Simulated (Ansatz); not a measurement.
## AlO (oxoaluminum): the energy, rung by rung

AlO has 2 atoms, charge 0, and is taken as a doublet. As SMILES, `[O]=[Al]`. The shape comes from GFN2-xTB, which is rough for such elements, and wasn't checked as a minimum.

```xyz
2

O     0.0000    0.0000    0.0000
Al    0.0000    0.0000    1.5700
```

Quantity: the energy change with the O1–Al2 bond stretched from 1.570 to 1.963 Å, in eV. The values are calculated.

```
           level                    kind  program  value (eV)  CPU time (all runs)
  U-r2SCAN/6-31G                meta-GGA   Ansatz        0.35                7.3 s
    UB3LYP/6-31G           global hybrid   Ansatz        0.09                2.4 s
    UBHLYP/6-31G           global hybrid   Ansatz       -0.33                2.3 s
UCAM-B3LYP/6-31G  range-separated hybrid   Ansatz        0.01                2.5 s
   UB2PLYP/6-31G           double hybrid   Ansatz        0.13                  3 s
  UBCCD(T)/6-31G   coupled cluster or CI   Ansatz        0.06                1.2 s
  UCCSD(T)/6-31G   coupled cluster or CI   Ansatz       -0.02                  1 s
    UCCSDT/6-31G   coupled cluster or CI   Ansatz        0.08                2.2 s
```

The first shape isn't each level's own minimum. The values span -0.33 to 0.35 eV. Spin contamination of the reference (⟨S²⟩ at least 0.1 too high) touches UBCCD(T)/6-31G, UCCSD(T)/6-31G, UCCSDT/6-31G. The coupled-cluster rows rest on a doubtful reference here (large T1 or Brueckner and Hartree–Fock orbitals at odds), and rows may lie in different states. All rows use very small basis sets, so none should be taken for the real molecule's value. In so small a basis fixed costs decide the times, and correlated methods can beat functionals. Times are those of the runs behind each value, whatever else they computed, on shared processors of several kinds: orders of magnitude only.
